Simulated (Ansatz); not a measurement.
AlCl3, quintet, geometry from GFN2-xTB of the parent state (such geometries of metal compounds can be far from the true shape) (a higher spin typed on purpose: for a closed-shell molecule this is an excited state); HF/6-31G run with Ansatz (a program for electronic structure).

Here is a job for Ansatz.
Ansatz 0.2 input:
```yaml
crystal:
  periodic: [false, false, false]
  atoms:
    - {symbol: Al, position_ang: [0.00007163, -0.00003268, -0.01168397]}
    - {symbol: Cl, position_ang: [0.01172470, 2.02980854, -0.00262734]}
    - {symbol: Cl, position_ang: [1.75194248, -1.02503148, 0.01658624]}
    - {symbol: Cl, position_ang: [-1.76372195, -1.00475207, -0.00502410]}
basis:
  gaussian:
    orbitals: 6-31G
hamiltonian:
  xc: hf
magnetization: {spin_polarized: false, initial_magnetization: 4}
```

The log (banner, timings and long lists left out):

```
Functional definition: HF
561 factors; integrals over basis functions are off by at most 5.4e-5 eV
mean field evaluation 1: about -44077.9292 eV, gradient 1.3e1 eV
mean field evaluation 2: about -44077.9418 eV, gradient 1.3e1 eV
mean field evaluation 4: about -44079.3945 eV, gradient 6.5e0 eV
mean field evaluation 8: about -44081.2472 eV, gradient 2.0e0 eV
mean field evaluation 16: about -44081.2914 eV, gradient 1.7e-2 eV
mean field evaluation 32: about -44082.1586 eV, gradient 3.7e-2 eV
mean field evaluation 64: about -44081.3202 eV, gradient 2.3e-1 eV
mean field evaluation 96: about -44081.9924 eV, gradient 1.9e-1 eV
mean field evaluation 128: about -44081.9750 eV, gradient 3.0e-1 eV
mean field evaluation 160: about -44080.2979 eV, gradient 3.8e0 eV
mean field evaluation 192: about -44080.1905 eV, gradient 1.2e1 eV
mean field evaluation 224: about -44081.4956 eV, gradient 5.1e0 eV
mean field evaluation 256: about -44081.4259 eV, gradient 1.7e-1 eV
mean field evaluation 288: about -44081.4617 eV, gradient 2.7e-1 eV
mean field evaluation 320: about -44079.8990 eV, gradient 3.9e0 eV
mean field evaluation 352: about -44082.1586 eV, gradient 9.3e-3 eV
mean field evaluation 384: about -44082.0834 eV, gradient 5.8e-1 eV
mean field -44082.15857344 eV, -1619.9894476137 hartree, gradient 3.2e-6 eV, S^2 6.000000; 6 other end points of the search recorded, 0 dependent functions left out
reference -44082.15857344 eV, -1619.9894476137 hartree; 34, 30 occupied and 18, 22 virtual orbitals, 561 factors
Total energy: -44082.15857344 eV, -1619.9894476137 hartree
```
